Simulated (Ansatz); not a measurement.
# C2H4OS: basis-set convergence

One table from this session's results is given with a row withheld; the runs are named, their logs left out.

Method: one geometry, several basis sets; program: Ansatz 0.2.0, Gaussian basis.

Levels to be run: PBE0-D4/def2-SVP; ωB97M-V/def2-SVP; PBE0-D4/def2-QZVPP; ωB97M-V/def2-QZVPP; the functionals' def2-TZVPP values are taken from earlier runs.

**The geometry**

All runs share one geometry, relaxed beforehand with PBE0-D4 in a triple-zeta def2 set.

SMILES `C=C(O)S`, 8 atoms, charge 0, spin multiplicity 1.

Atoms are counted from 1 here; the program's logs count them from 0.

Bond lengths: C1–C2 1.328 Å, C1–H5 1.083 Å, C1–H6 1.079 Å, C2–O3 1.355 Å, C2–S4 1.767 Å, O3–H7 0.963 Å, S4–H8 1.347 Å. Angles: C2–C1–H5 120.0°, C2–C1–H6 120.5°, H5–C1–H6 119.5°, C1–C2–O3 121.8°, C1–C2–S4 121.7°, O3–C2–S4 116.5°, C2–O3–H7 108.6°, C2–S4–H8 96.3°.

Set-up of the first run:

in.yaml reads:

```yaml
crystal:
  periodic: [false, false, false]
  atoms:
    - {symbol: C, position_ang: [-0.672027, 1.056104, -0.360906]}
    - {symbol: C, position_ang: [0.108292, 0.045530, 0.002755]}
    - {symbol: O, position_ang: [1.338435, -0.136197, -0.535686]}
    - {symbol: S, position_ang: [-0.378021, -1.095406, 1.261888]}
    - {symbol: H, position_ang: [-0.297693, 1.811826, -1.039833]}
    - {symbol: H, position_ang: [-1.684086, 1.126283, 0.006321]}
    - {symbol: H, position_ang: [1.868739, -0.654173, 0.078586]}
    - {symbol: H, position_ang: [-0.191340, -2.210968, 0.530977]}
basis:
  gaussian: {orbitals: def2-SVP}
hamiltonian: {xc: pbe0, dispersion: d4}
output: {orbitals: {seedname: orbitals}}
```

On the command line:

```bash
ansatz run in.yaml --threads 2 --pin off --events-out ev --progress --plain --max-ram 4352MiB
```

Steps of the session up to this table: PBE0-D4 in def2-SVP; ωB97M-V in def2-SVP; PBE0-D4 in def2-QZVPP; ωB97M-V in def2-QZVPP.

One of the session's tables, all rows but one given; the rest of the session is left out.

It belongs to the step «Functionals by basis». 

| functional | basis | HOMO (eV) | LUMO (eV) |
| --- | --- | --- | --- |
| PBE0-D4 | def2-SVP | -6.69 | 0.30 |
| PBE0-D4 | def2-TZVPP | -6.83 | -0.04 |
| PBE0-D4 | def2-QZVPP | ? | ? |
| ωB97M-V | def2-SVP | -8.86 | 2.44 |
| ωB97M-V | def2-TZVPP | -9.02 | 1.94 |
| ωB97M-V | def2-QZVPP | -9.06 | 1.46 |

Q: Estimate the row for PBE0-D4, def2-QZVPP from the others.

As computed: HOMO (eV): -6.87; LUMO (eV): -0.19. In the column «HOMO (eV)» it lies between ωB97M-V, def2-SVP (-8.86) and PBE0-D4, def2-TZVPP (-6.83).
